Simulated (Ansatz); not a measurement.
Rock-salt PbSe, treated with G0W0@HSE06 in Ansatz (plane waves, hard PAW, contour deformation).

The cell has the measured lattice parameters. Conventional cell: a = 6.1240 Å, b = 6.1240 Å, c = 6.1240 Å, α = 90.00°, β = 90.00°, γ = 90.00°.

The quasiparticle gap at Γ at a fixed k mesh 4×4×4:

| response cutoff | value (eV) |
|---|---|
| 150 eV, 440 empty bands | 7.419 |
| 200 eV, 677 empty bands | 7.436 |
| 250 eV, 947 empty bands | 7.446 |
| 300 eV, 1245 empty bands | 7.453 |

### Question
Taking the value to converge with the response cutoff E as E^(−3/2), extrapolate from the last two rows.

### Answer
With y = y∞ + c/w and weights w = 3953 and 5196 for the last two rows, y∞ = (w2 y2 − w1 y1)/(w2 − w1) = (5196 × 7.453 − 3953 × 7.446)/1243 = 7.475 eV, which lies 0.022 beyond the last row. Successive pairs of rows give 7.468, 7.471, 7.475. The limit also hangs on the law assumed, so its last digits aren't firm.

The other settings are not extrapolated, so this is the limit in one setting alone.

At the last cutoff the smallest gap on this mesh is 0.76 eV, with an edge away from Γ.

Spin–orbit coupling is not included; with these elements it can move the gap by several tenths of an eV or more.

Note: filled d or f shells below the valence bands can shift G0W0 gaps through exchange with them, which wasn't tested here. Note: GW on a hybrid start was not checked against another program.

Ansatz is a first-principles code.
